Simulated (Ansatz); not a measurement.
How far each method lies from UCCSDT(Q) for SbH₄⁻, triplet

Geometry: that of the SbH4⁻, singlet, kept fixed. The singlet lies 2.9 eV lower here.

```xyz
5

Sb    0.0231    0.0000    0.0000
H    -0.3293    0.0000   -1.9448
H    -1.0689    1.3246    0.0000
H    -1.0689   -1.3246    0.0000
H    -0.3293    0.0000    1.9448
```

Basis def2-SVPD with its core potentials; Ansatz 0.2.0. Correlated methods freeze the noble-gas cores and the filled d shells of p-block atoms, which leaves 10 electrons in 55 orbitals. Prefix R: restricted or restricted open-shell reference; prefix U: unrestricted. Active spaces: valence = (10e, 8o) chosen from the atoms' valence shells. No spin–orbit coupling is included; scalar relativity enters through the core potentials alone. This anion state lies near or above the neutral species, so the extra electron is weakly bound or unbound and the energies hang on the diffuse functions.

Full CI isn't at hand for all of this; UCCSDT(Q) serves as the reference, and is uncertain by about the last step of the cluster series. The frozen core follows each run's orbitals, which can shift R against U totals by a few meV for light atoms and by up to 0.1 eV past Ca.

Unrestricted rows (U) aren't spin-pure: their determinants' ⟨S²⟩ exceeds S(S+1) by up to 0.11, so they mix in states of higher spin.

The UHF ⟨S²⟩ is 2.112 and the T1 diagnostic (RCCSD) is 0.0365. The largest doubles amplitude (RCCSD) is 0.085 and the T1 diagnostic (UCCSD) is 0.0295.

```
   level  E − E(UCCSDT(Q)) (meV)  wall time
     UHF                    5074          –
    UMP2                    1198          –
   UCCSD                     232          –
UCCSD(T)                      47       16 s
  UCCSDT                      10          –
```

Run but not shown, since their state, orbitals or frozen core can't be matched to the reference's or they repeat it: RHF, RMP2, CISD, RCCSD, RCCSD(T), BCCD(T), RCCSDT, RCCSDT(Q), CASSCF (valence space), NEVPT2 (valence space), MRCISD (valence space), MRCISD+Q (valence space).

Times hold each run's SCF and search for its determinant on a shared host, so for small cases they say little of a method's own cost; they ran on 1 thread of Arm Neoverse V1.

Natural occupations of CASSCF (valence space) about the gap: 1.998 1.988 1.982 1.935 1.008 0.996 0.068 0.026; effectively unpaired electrons, Σ n²(2−n)², 2.04.
